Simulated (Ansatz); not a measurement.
**CH5NSi: one structure at several levels**

The task here is to estimate one member of a computed series from the others.

Program: Ansatz 0.2.0, Gaussian basis. Level of theory: single points in def2-TZVPP. These are calculated values, not measurements.

Cores are frozen in the correlated methods.

## The starting structure

SMILES `C[SiH]=N`, 8 atoms, charge 0, spin multiplicity 1.

Atoms are counted from 1 here; the program's logs count them from 0.

Bond lengths: C1–Si2 1.898 Å, C1–H4 1.065 Å, C1–H5 1.119 Å, C1–H6 1.092 Å, Si2–N3 1.799 Å, Si2–H7 1.317 Å, N3–H8 0.927 Å. Angles: Si2–C1–H4 113.7°, Si2–C1–H5 106.9°, Si2–C1–H6 112.1°, H4–C1–H5 109.3°, H4–C1–H6 105.1°, H5–C1–H6 109.7°, C1–Si2–N3 111.7°, C1–Si2–H7 110.3°, N3–Si2–H7 136.7°, Si2–N3–H8 130.7°.

Geometry (Å):

```xyz
8
CH5NSi
C    -0.7072    0.8091   -0.4355
Si    0.7462   -0.2306    0.2032
N     0.2062   -1.8459    0.7822
H    -1.2820    0.3248   -1.1902
H    -0.2744    1.7543   -0.8507
H    -1.4210    1.0468    0.3561
H     1.8907    0.3414   -0.1104
H     0.6660   -2.5105    1.2370
```

The first run:

run/in.yaml

```yaml
crystal:
  periodic: [false, false, false]
  atoms:
    - {symbol: C, position_ang: [-0.707200, 0.809100, -0.435500]}
    - {symbol: Si, position_ang: [0.746200, -0.230600, 0.203200]}
    - {symbol: N, position_ang: [0.206200, -1.845900, 0.782200]}
    - {symbol: H, position_ang: [-1.282000, 0.324800, -1.190200]}
    - {symbol: H, position_ang: [-0.274400, 1.754300, -0.850700]}
    - {symbol: H, position_ang: [-1.421000, 1.046800, 0.356100]}
    - {symbol: H, position_ang: [1.890700, 0.341400, -0.110400]}
    - {symbol: H, position_ang: [0.666000, -2.510500, 1.237000]}
basis:
  gaussian: {orbitals: def2-TZVPP}
correlation: {method: ccsd_t}
output: {forces: true}
```

No record of the launch command was kept for these runs.

Steps of the session up to this table: CCSD(T)/def2-TZVPP; PBE0-D4/def2-TZVPP; wB97M-V/def2-TZVPP; r2SCAN-D4/def2-TZVPP; PBE-D4/def2-TZVPP; CAM-B3LYP-D4/def2-TZVPP; BHLYP-D4/def2-TZVPP.

One of the session's tables, all rows but one given; the rest of the session is left out.

```
      method  RMS force component (eV/Å)  angle to CCSD(T) forces (°)  dipole (D)
     CCSD(T)                       3.010                    reference        2.57
     PBE0-D4                           ?                            ?           ?
     wB97M-V                       3.178                          3.2        3.12
   r2SCAN-D4                       3.109                          1.5        2.79
      PBE-D4                       3.083                          2.1        2.63
CAM-B3LYP-D4                       3.192                          3.6        3.15
    BHLYP-D4                       3.183                          5.5        3.28
```

Estimate the missing values for PBE0-D4.

**Answer.** RMS force component (eV/Å): 3.174; angle to CCSD(T) forces (°): 2.2; dipole (D): 2.96. In the column «RMS force component (eV/Å)» it lies between r2SCAN-D4 (3.109) and wB97M-V (3.178).
